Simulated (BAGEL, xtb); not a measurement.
## How methods differ on C2ClF3 (chlorotrifluoroethylene)

The species is C2ClF3 (6 atoms), meant as a singlet with charge 0. As SMILES, `FC(F)=C(F)Cl`. The shape is that of a PBE0-D4/def2-TZVP optimisation.

Quantity: the dipole moment, in D. The values are calculated.

```csv
level,kind,program,value (D)
GFN0-xTB,semi-empirical,xtb,0.64
GFN1-xTB,semi-empirical,xtb,0.86
GFN2-xTB,semi-empirical,xtb,1.14
"HF/6-31G* (density fitting with svp-jkfit, spherical functions)",Hartree–Fock,BAGEL,0.48
"HF/ANO-RCC-VDZP (DKH2, density fitting with svp-jkfit)",Hartree–Fock,BAGEL,0.75
HF/cc-pVDZ (density fitting with cc-pvqz-jkfit),Hartree–Fock,BAGEL,0.53
HF/cc-pVDZ (density fitting with svp-jkfit),Hartree–Fock,BAGEL,0.53
"HF/cc-pVDZ (density fitting with AutoAux, Cartesian functions)",Hartree–Fock,BAGEL,0.53
```

The values span 0.48 to 1.14 D. Magnitudes only: a small dipole may point the other way at some levels.
